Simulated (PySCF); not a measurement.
Al(Cl)3 cation (AlCl3), SMILES [Cl][Al]([Cl])[Cl] (connectivity only; charge and spin as stated), charge +1, multiplicity 2.

Geometry: PBE0-D3(BJ)/def2-SVP. A frequency run showed that this geometry is not a minimum. The multiplicity is an assumed one; other spin states were not compared. The isomer is the one that the SMILES or the coordinates give; other isomers of the formula were not compared.

Two levels are set side by side: PBE/def2-TZVPD (PySCF) and ωB97X/def2-TZVPD (PySCF). Same geometry, gas phase. Differences are taken from unrounded values.

```json
[
 {"quantity": "α-spin orbital gap (eV)", "ωB97X": "12.80", "PBE": "6.42", "PBE minus ωB97X": "-6.38"},
 {"quantity": "β-spin orbital gap (eV)", "ωB97X": "5.25", "PBE": "0.46", "PBE minus ωB97X": "-4.79"},
 {"quantity": "mean polarisability (bohr³)", "ωB97X": "115.5", "PBE": "87.1", "PBE minus ωB97X": "-28.4"}
]
```

Rough cost on one machine, each run with all the roots and properties that it gave: ωB97X against PBE within a factor of 2.
